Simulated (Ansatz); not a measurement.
C2H3Al (`C#[C][AlH2]`), relaxed with RKS PBE-D4/def2-SVP in the Gaussian-basis code of Ansatz from a rough embedded geometry. The force threshold is 0.03 eV/Å; the program also tests the step.

Charge 0, multiplicity 1.

Start:

```xyz
6

C     1.068    1.223    0.951
C     0.392    0.433    0.316
Al   -0.717   -0.833   -0.626
H     1.636    1.904    1.415
H    -2.175   -0.391   -1.157
H    -0.204   -2.337   -0.899
```

```json
{"step": "1", "energy (eV)": "-8707.0108", "largest force (eV/Å)": "3.516", "largest move (Å)": "0.000"}
{"step": "2", "energy (eV)": "-8707.1782", "largest force (eV/Å)": "0.656", "largest move (Å)": "0.042"}
{"step": "3", "energy (eV)": "-8707.1857", "largest force (eV/Å)": "0.125", "largest move (Å)": "0.017"}
{"step": "4", "energy (eV)": "-8707.1865", "largest force (eV/Å)": "0.097", "largest move (Å)": "0.004"}
{"step": "5", "energy (eV)": "-8707.1879", "largest force (eV/Å)": "0.002", "largest move (Å)": "0.014"}
```

End:

```xyz
6

C     1.060    1.218    0.919
C     0.357    0.408    0.307
Al   -0.738   -0.849   -0.640
H     1.677    1.929    1.455
H    -2.174   -0.383   -1.155
H    -0.181   -2.323   -0.885
```

It took 3.8 s on 2 threads of a server CPU on a shared host, with 0.11 GiB of host memory at the peak.
